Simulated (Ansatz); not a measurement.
`CCC(C)CC(C)C` + H₂ → `CC(C)CC(C)C` + CH₄  (hydrogenolysis of a C–C bond)

Isolated molecules relaxed with PBE0-D4/def2-TZVP in Ansatz; ΔE leaves out vibrations. CCSD(T)/CBS is the MP2 limit (def2-TZVPP, def2-QZVPP) plus CCSD(T) − MP2 in def2-TZVPP, frozen cores. This one scheme is used for every species. Each species was taken in one conformer, which may not be the lowest.

| species | CCSD(T)/def2-SVP energy (Eh) |
| --- | --- |
| `CCC(C)CC(C)C` | -314.52922 |
| H₂ | -1.16345 |
| `CC(C)CC(C)C` | -275.36275 |
| CH₄ | -40.35705 |

**Question.** Work out ΔE.

**Answer.** ΔE = (-275.36275) + (-40.35705) − (-314.52922) − (-1.16345) = -0.02713 Eh = -71.2 kJ/mol. CCSD(T)/CBS gives -69.9 kJ/mol.

Largest T1 diagnostic among the species: 0.009.

The D4 term adds +10.4 kJ/mol with B3LYP and +6.0 kJ/mol with PBE0; it sums over pairs of atoms, weighted by their polarisabilities, and B3LYP, whose exchange is more repulsive, gets the larger term. In def2-TZVPP, CCSD(T) changes the Hartree–Fock value by +22.4 kJ/mol (the triples alone add +4.1 kJ/mol) and MP2 by +25.7 kJ/mol.

B3LYP here is the variant with VWN-RPA as its local correlation; programs differ in this.
